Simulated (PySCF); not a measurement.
An element was calculated at r2SCAN (PySCF 2.14, spin-free X2C, a quadruple-zeta basis, no spin-orbit coupling), in the ground configurations that NIST lists.

* first ionisation energy: 17.515 eV
* second ionisation energy: 35.112 eV
* third ionisation energy: 63.162 eV

Which element is it?

Fluorine (F, Z = 9), in x2c-QZVPPall. NIST lists 17.423, 34.971, 62.708 eV for these ionisation energies.
